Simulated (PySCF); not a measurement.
## Working out the electron affinity of Al

Al⁻ [Ne] 3s2 3p2 (3P) → Al [Ne] 3s2 3p1 (2P). Calculation: PySCF 2.14, in aug-cc-pV(T+d)Z with one added diffuse shell each of s, p, d, f type (7s6p5d3f, 71 functions); no relativity, point nucleus. Frozen: [Ne]. Energies in hartree (1 hartree = 27.21139 eV):

| part | Al⁻ (lower) | Al (upper) |
| --- | --- | --- |
| UHF | -241.879831 | -241.879220 |
| MP2 opposite-spin | -0.039162 | -0.033565 |
| MP2 same-spin | -0.009830 | -0.002581 |

What does Hartree-Fock give?

(-241.879220) − (-241.879831) = 0.000611 hartree = 0.017 eV.

What do MP2 and SCS-MP2 (6/5 opposite-spin, 1/3 same-spin) give?

The opposite-spin parts differ by 0.152 eV and the same-spin parts by 0.197 eV. MP2: 0.017 + (0.152) + (0.197) = 0.366 eV. SCS-MP2: 0.017 + 1.2 × (0.152) + (0.197)/3 = 0.265 eV.

A first-order spin-orbit estimate adds -0.003 eV to MP2 (valence), giving 0.363 eV against 0.433 eV (measured; photodetachment measurements, as compiled on the Wikipedia data page of electron affinities).

What remains against the reference includes basis incompleteness, the frozen core and correlation beyond second order.
